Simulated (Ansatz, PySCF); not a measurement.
This PySCF input computes a B3LYP/def2-TZVPD energy:

```python
from pyscf import gto, scf, dft

mol = gto.M(
    atom='''
    Al   -0.08848961    0.15669812    0.36540634
    F    -1.32578174   -0.90602136   -0.15113852
    F     0.07325047    1.39829894   -0.80050560
    F     1.38034959   -0.71861932    0.42383495
    ''',
    basis='def2-tzvpd',
    charge=-1,
    spin=1,
    verbose=4,
)

mf = dft.UKS(mol, xc='b3lyp').density_fit(auxbasis='def2-universal-jkfit')
mf.grids.level = 3
mf.conv_tol = 1e-9
mf.max_cycle = 100
mf.max_memory = 1500
mf.kernel()
if not mf.converged:
    mf = mf.newton()
    mf.kernel(mf.make_rdm1())
for _ in range(2):
    mo, _, stable, _ = mf.stability(return_status=True)
    if stable:
        break
    mf.kernel(mf.make_rdm1(mo, mf.mo_occ))
mf.analyze()
```

**Question.** Write an input for the same energy in Ansatz (a program for electronic structure) and say what it gives.

**Answer.** 
Ansatz 0.2 input:
```yaml
crystal:
  periodic: [false, false, false]
  atoms:
    - {symbol: Al, position_ang: [-0.08848961, 0.15669812, 0.36540634]}
    - {symbol: F, position_ang: [-1.32578174, -0.90602136, -0.15113852]}
    - {symbol: F, position_ang: [0.07325047, 1.39829894, -0.80050560]}
    - {symbol: F, position_ang: [1.38034959, -0.71861932, 0.42383495]}
basis:
  gaussian:
    orbitals: def2-TZVPD
hamiltonian:
  xc: {name: B3LYP}
total_charge: -1
magnetization: {spin_polarized: true, initial_magnetization: 1}
output: {forces: true}
```
It gives -542.40024 Eh, and PySCF -542.40027 Eh, a difference of 0.03 mEh, from the treatment of integrals and grids.
